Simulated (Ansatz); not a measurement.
## Worked example: Si–AsH$_{2}$⁺, triplet against Si–AsH$_{2}$, doublet

Geometry (PBE0/def2-TZVP stationary point of a doublet), kept for both states (Si–AsH2, doublet: A''; Si–AsH2⁺, triplet: A''):

```xyz
4

Si    0.0412    0.0000    1.7137
As   -0.0396    0.0000   -0.6161
H     0.8969    1.1361   -0.9789
H     0.8969   -1.1361   -0.9789
```

Basis cc-pVDZ; Ansatz 0.2.0. Correlated methods freeze the noble-gas cores and the filled d shells of p-block atoms. Prefix R: restricted or restricted open-shell reference; prefix U: unrestricted. No spin–orbit coupling is included, and no scalar relativity.

Full CI isn't at hand for all of this; UCCSDT(Q) serves as the reference, and is uncertain by the last step of the cluster series or more.

| level | E(Si–AsH2, doublet) (hartree) | E(Si–AsH2⁺, triplet) (hartree) |
| --- | --- | --- |
| UHF | -2524.202536 | -2523.915607 |
| UMP2 | -2524.373637 | -2524.062789 |
| UCCSD(T) | -2524.420718 | -2524.109125 |
| PBE | -2525.972997 | -2525.653929 |
| wB97M-V | -2526.306696 | -2525.986890 |
| UCCSDT(Q) | -2524.422521 | -2524.111069 |

Give the vertical gap, Si–AsH2⁺ triplet less Si–AsH2 doublet, at each level in eV (1 hartree = 27.2114 eV), and each error against UCCSDT(Q).

UCCSDT(Q): (-2524.111069 − (-2524.422521)) × 27.2114 = 8.475 eV (the reference)
wB97M-V: (-2525.986890 − (-2526.306696)) × 27.2114 = 8.702 eV, error 0.227 eV
PBE: (-2525.653929 − (-2525.972997)) × 27.2114 = 8.682 eV, error 0.207 eV
UCCSD(T): (-2524.109125 − (-2524.420718)) × 27.2114 = 8.479 eV, error 0.004 eV
UMP2: (-2524.062789 − (-2524.373637)) × 27.2114 = 8.459 eV, error -0.016 eV
UHF: (-2523.915607 − (-2524.202536)) × 27.2114 = 7.808 eV, error -0.667 eV

Total energies of functionals can't be set beside those of wave-function methods, since they hold the core's correlation and their own absolute errors; only the differences compare.

In so small a basis the reference is far from its limit while semilocal and hybrid functionals are nearer theirs, so the functionals' errors here hold much of the reference's basis and frozen-core error, which can add to them or hide them.

Each level lands on the state that its own search finds. T1 diagnostics of restricted CCSD: 0.025 and 0.031.
